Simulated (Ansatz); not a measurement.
Relaxed structures of MgAlH3O, closed shell (PBE0-D4/def2-TZVP; forces vanish, vibrations not checked; lower isomers may exist, and structures with a doubtful reference or unclear bonds are left out; Å). Computed with Ansatz 0.2.0 (basis: def2-TZVPP); correlated methods freeze the cores. The outer core shell of Li, Na, Mg and K is correlated. The def2 sets are not built for correlating such inner shells, so the correlated values are less sure here.

Rank them by CCSD(T) energy, lowest first, and give each one's height above the lowest. Links in brackets join atoms within 1.22 times the sum of their covalent radii (1.1 for two metals). (To be estimated.)
A.
MgAlH₃O ([OH][AlH][MgH])
```
6
angstrom
O -1.3582 -0.9699 -0.6636
Al -0.3189 0.3845 -0.5168
Mg 1.5967 0.0887 1.4010
H -2.0710 -0.9901 -1.3023
H -0.6468 1.5907 -1.5267
H 2.7982 -0.1039 2.6084
```
B.
MgAlH₃O ([OH]1[MgH][AlH]1)
```
6
angstrom
O -0.1035 0.4902 -0.3833
Al -1.0690 -1.0627 -0.3470
Mg 0.9855 -0.3354 1.0948
H -2.2401 -0.9932 -1.4543
H -0.1883 1.2795 -0.9259
H 2.3265 0.1315 2.0406
```
C.
MgAlH₃O ([MgH][O][AlH2])
```
6
angstrom
O 0.5214 0.0205 0.1482
Al -0.0570 0.7326 -1.2503
Mg 1.1440 -0.7439 1.6526
H 0.9608 1.3743 -2.2892
H -1.6211 0.7632 -1.5325
H 1.7286 -1.4623 3.0672
```

The calculation gives: C (0.00 kcal/mol), B (26.34 kcal/mol), A (27.77 kcal/mol). Heights count from the lowest.

The T1 diagnostic stays at or below 0.012.

For scale, one of the runs: CCSD(T)/def2-TZVPP, 147 basis functions, launched by `ansatz run in.yaml --threads 2 --pin off --events-out ev --progress --plain --max-ram 4352MiB`. Hardware: 2 CPU threads of an Arm Neoverse V2, shared host. Wall time 20 s; peak host memory 0.96 GiB.
